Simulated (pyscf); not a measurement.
`[Cl][Si]([Cl])([Cl])[Cl]` + `[H]` [doublet] → `[ClH]` + `[Cl][Si]([Cl])[Cl]` [doublet] (atom transfer; doublet surface; Cl–Si broken, Cl–H formed). Single points on ωB97X-D3(BJ)/def2-SVP structures (PySCF, gas phase). Energies in kcal/mol from the separated reactants.

```csv
level,barrier,reaction energy
PBE/def2-TZVP,9.8,+0.2
B3LYP-D3(BJ)/def2-TZVP,(withheld),+0.5
PBE0-D3(BJ)/def2-TZVP,15.4,+4.0
M06-2X/def2-TZVP,(withheld),(withheld)
ωB97M-D3(BJ)/def2-TZVP,20.8,+5.3
HF/def2-TZVP,36.5,+6.0
```

What belongs in the gaps?


- B3LYP-D3(BJ)/def2-TZVP, barrier: 13.0
- M06-2X/def2-TZVP, barrier: 19.8
- M06-2X/def2-TZVP, reaction energy: +3.5

The functionals in the table span 11.0 kcal/mol in this barrier, from PBE to ωB97M-D3(BJ). One saddle was located; it need not be the lowest between these sides. The angle at the transferred Cl is 180°.
